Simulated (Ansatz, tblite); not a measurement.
Cost and result up the ladder for the cluster SiO₂⁻ (the lowest doublet isomer of a short search) (3 atoms). The state is a doublet with charge -1. Geometry: PBE0-D4/def2-TZVPD.

Cartesian coordinates in Å:
```
Si -0.116 -0.297 0.180
O -0.978 0.940 0.546
O 1.094 -0.643 -0.726
```

Ansatz on 4 threads of Intel Xeon on a shared host; xTB runs through tblite on one thread. Times are rough, summed over both states, and most runs start from the orbitals of an earlier one. PBE-QIDH/def2-TZVPD serves as the yardstick here, not as an exact answer. The other state is a quartet at its own geometry.

The xTB rows come from tblite. B3LYP takes the VWN-RPA correlation. Correlated methods freeze 7 core orbitals. In CCSD on the charge -1 quartet the largest single amplitude is 0.31, so its Hartree–Fock determinant may place the open shell otherwise than the density functionals do. The structure comes from a short search, and lower isomers may exist.

Run but left out: HF/STO-3G, HF/def2-TZVPD, HF/def2-TZVPPD, MP2/def2-TZVPD, MP2/def2-TZVPPD (quartet: a determinant that CCSD turns far, T1 0.090).

Correlated methods converge slowly with the basis.

xTB has no spin-polarisation term.

```json
{"level": "GFN1-xTB", "functions": "17", "wall time": "0.008 s", "quartet − doublet (eV)": "6.73", "difference from PBE-QIDH/def2-TZVPD (eV)": "2.15", "remarks": "–"}
{"level": "GFN2-xTB", "functions": "17", "wall time": "0.008 s", "quartet − doublet (eV)": "5.82", "difference from PBE-QIDH/def2-TZVPD (eV)": "1.24", "remarks": "–"}
{"level": "PBE-D4/def2-TZVPD (with forces)", "functions": "123", "wall time": "5 s", "quartet − doublet (eV)": "3.99", "difference from PBE-QIDH/def2-TZVPD (eV)": "-0.59", "remarks": "HOMO above zero (doublet), HOMO above zero (quartet)"}
{"level": "RPA@PBE/def2-TZVPD", "functions": "123", "wall time": "6.3 s", "quartet − doublet (eV)": "3.97", "difference from PBE-QIDH/def2-TZVPD (eV)": "-0.61", "remarks": "–"}
{"level": "r2SCAN-D4/def2-TZVPD", "functions": "123", "wall time": "7.1 s", "quartet − doublet (eV)": "3.93", "difference from PBE-QIDH/def2-TZVPD (eV)": "-0.65", "remarks": "HOMO above zero (doublet), HOMO above zero (quartet)"}
{"level": "B3LYP-D4/def2-TZVPD", "functions": "123", "wall time": "7.7 s", "quartet − doublet (eV)": "4.15", "difference from PBE-QIDH/def2-TZVPD (eV)": "-0.43", "remarks": "HOMO above zero (quartet)"}
{"level": "B2PLYP/def2-TZVPD", "functions": "123", "wall time": "10 s", "quartet − doublet (eV)": "4.49", "difference from PBE-QIDH/def2-TZVPD (eV)": "-0.09", "remarks": "–"}
{"level": "r2SCANh-D4/def2-TZVPD", "functions": "123", "wall time": "12 s", "quartet − doublet (eV)": "3.96", "difference from PBE-QIDH/def2-TZVPD (eV)": "-0.62", "remarks": "HOMO above zero (quartet)"}
{"level": "PBE0-D4/def2-TZVPD", "functions": "123", "wall time": "12 s", "quartet − doublet (eV)": "4.07", "difference from PBE-QIDH/def2-TZVPD (eV)": "-0.51", "remarks": "HOMO above zero (quartet)"}
{"level": "PBE-QIDH/def2-TZVPD", "functions": "123", "wall time": "19 s", "quartet − doublet (eV)": "4.58", "difference from PBE-QIDH/def2-TZVPD (eV)": "0.00", "remarks": "–"}
{"level": "CCSD(T)/def2-TZVPPD", "functions": "128", "wall time": "34 s", "quartet − doublet (eV)": "4.43", "difference from PBE-QIDH/def2-TZVPD (eV)": "-0.15", "remarks": "large T1 (0.090) (quartet)"}
```
